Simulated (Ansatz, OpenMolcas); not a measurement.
Worked example: vertical ionisation energy of C2H2S (ethenethione)

The species is C2H2S (5 atoms), meant as a singlet with charge 0. As SMILES, `C=C=S`. Geometry: relaxed at PBE0-D4/def2-TZVP.

Both states at this one shape; open shells run unrestricted unless said. 1 Eh = 27.2114 eV.

```tsv
level	program	singlet C2H2S (Eh)	doublet C2H2S+ (Eh)
HF/3-21G	OpenMolcas	-471.972090	-471.685985
PBE/STO-3G	Ansatz	-469.899936	-469.655071
```

Q: Work out the vertical ionisation energy at each level.

A: 
1. HF/3-21G: -471.685985 − (-471.972090) = 0.286105 Eh = 7.79 eV.
2. PBE/STO-3G: -469.655071 − (-469.899936) = 0.244865 Eh = 6.66 eV.

No measured value is set beside it here; the levels span 6.66 to 7.79 eV. Minimal sets are far from the basis-set limit. The second state is spin-contaminated at HF/3-21G (⟨S²⟩ = 1.01).
